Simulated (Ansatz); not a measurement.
C3H4FNO, SMILES `C=N/C(O)=C/F`, relaxed with RKS PBE0-D4/def2-TZVP in the Gaussian-basis code of Ansatz from a PBE-D4/def2-SVP geometry. The force threshold is 0.005 eV/Å; the program also tests the step.

Charge 0, multiplicity 1.

Start:

```xyz
10

C     0.960    1.204    0.759
N    -0.233    0.730    0.715
C    -0.558   -0.411   -0.010
O    -1.534   -1.178    0.542
C    -0.032   -0.702   -1.232
F    -0.466   -1.750   -1.950
H     1.835    0.714    0.274
H     1.136    2.152    1.300
H    -1.817   -0.692    1.343
H     0.708   -0.067   -1.741
```

(1) How much energy does the relaxation release, and in how many steps? (Best estimate.)

(2) Which bonds change most? (Best estimate.)

(3) Give the relaxed structure. (Estimate.)

## Answers

(1) Ansatz gave: 6.88 kJ/mol, in 7 steps, 1 of them rejected.

(2) The calculation gave: C3–C5 from 1.362 to 1.335 Å; C1–H7 from 1.115 to 1.095 Å; C5–H10 from 1.099 to 1.080 Å; C1–N2 from 1.284 to 1.265 Å.

(3) Ansatz gave: 
```xyz
10

C     0.945    1.184    0.750
N    -0.248    0.769    0.680
C    -0.551   -0.389   -0.025
O    -1.487   -1.170    0.551
C    -0.035   -0.673   -1.223
F    -0.428   -1.747   -1.913
H     1.792    0.641    0.319
H     1.142    2.122    1.264
H    -1.795   -0.702    1.335
H     0.666   -0.034   -1.740
```
